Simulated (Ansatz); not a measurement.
**Telling isomers of CH5NOS apart by their spectra**

These gas-phase data were calculated for one isomer of CH5NOS at r2SCAN-D4/def2-SVP (harmonic, unscaled wavenumbers; equilibrium rotational constants with average atomic masses):

| Property | Result |
| --- | --- |
| rotational constants | 9.859, 4.762, 3.502 GHz |
| all wavenumbers above 1500 cm⁻¹ | 3616, 3596, 3498, 3103, 2974, 1591 |

Candidates:

(1) `N[C@H](O)S`, a singlet
(2) `NSCO`, a singlet
(3) `OCNS`, a singlet

Q: Which structure fits?

A: Candidate (2). No mode falls between 2500 and 2800 cm⁻¹, where the S–H stretch of (1), (3) would stand.

The same quantities for all candidates:

|  | rotational constants (GHz) | wavenumbers above 1500 cm⁻¹ | E above the lowest, r2SCAN-D4/def2-SVP (kcal/mol) |
| --- | --- | --- | --- |
| (1) | 9.334, 4.544, 3.317 | 3747, 3602, 3503, 3005, 2704, 1610 | 0.0 |
| (2) | 9.859, 4.762, 3.502 | 3616, 3596, 3498, 3103, 2974, 1591 | 12.8 |
| (3) | 14.1, 3.516, 3.051 | 3788, 3531, 3102, 3013, 2628 | 13.9 |

Each candidate is one conformer. Programs: Ansatz 0.2.0.
